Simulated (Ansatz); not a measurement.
Diamond-structure Si was calculated with BLYP (Ansatz, a first-principles code, PAW).

Settings: plane-wave cutoff 520 eV, 12×12×12 k mesh, scalar-relativistic PAW data made under PBE.

Computed at the level's own relaxed cell.

Hill averages of the elastic tensor: K = 78.2 GPa, G = 63.7 GPa. Volume 21.169 Å³/atom, mean atomic mass 28.085 u.

Work out the density, the sound velocities of a polycrystal and the elastic Debye temperature at this level.

ρ = 1.66054 × 28.085/21.169 = 2.203 g/cm³. v_l = √[(K + 4G/3)/ρ] = 8.605 km/s and v_t = √(G/ρ) = 5.377 km/s. The mean follows from 3/v_m³ = 1/v_l³ + 2/v_t³: v_m = 5.923 km/s. Θ_D = (ħ/k_B) v_m (6π²/V)^(1/3) = 76.38 K Å s/km × 5.923 × 1.4090 Å⁻¹ = 637 K, counting all atoms of the cell.

Measured, for comparison: Voigt–Reuss–Hill bulk modulus 99 GPa (temperature not stated, no zero-point or thermal correction, from single-crystal Cij; as tabulated in Råsander and Moram (2015), arXiv:1505.02379). Computed (rounded) less measured: Voigt–Reuss–Hill bulk modulus -21 %.
